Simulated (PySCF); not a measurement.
Geometries of 2 isomers of [C4H7S]- (charge -1), from PBE0-D3(BJ)/def2-SVP geometry optimisation, gas phase in PySCF. One conformer each, no zero-point energy, no frequencies.

Problem. Which isomer lies lower at this level?
A.
```xyz
12
angstrom
C      2.021   -0.546    0.013
C      0.830    0.006   -0.271
C     -0.368    0.072    0.616
C     -1.566   -0.636   -0.014
S     -0.709    1.838    0.906
H      2.869   -0.486   -0.678
H      2.203   -1.030    0.980
H      0.682    0.508   -1.238
H     -0.124   -0.450    1.564
H     -1.814   -0.150   -0.973
H     -2.442   -0.508    0.642
H     -1.389   -1.717   -0.189
```
B.
```xyz
12
angstrom
C     -1.635   -0.184    0.290
C     -0.705    0.221   -0.854
C      0.553   -0.593   -0.911
C      1.608   -0.370   -0.077
S      1.748    0.823    1.158
H     -1.084   -0.047    1.234
H     -1.934   -1.244    0.211
H     -2.555    0.430    0.326
H     -1.249    0.179   -1.819
H     -0.411    1.273   -0.677
H      0.608   -1.420   -1.632
H      2.472   -1.047   -0.222
```

Solution. B. That is `CC/C=C\[S-]`, 12.6 kcal/mol below the other.

```tsv
SMILES	atoms numbered as above	E (Eh)	relative (kcal/mol)	relative (kJ/mol)	dipole about centre of mass (D)
CC/C=C\[S-]	[CH3:1][CH2:2]/[CH:3]=[CH:4]\[S-:5]	-554.27898	0.0	0.0	3.48
C=C[C@H](C)[S-]	[CH2:1]=[CH:2][C@H:3]([CH3:4])[S-:5]	-554.25888	12.6	52.8	3.85
```
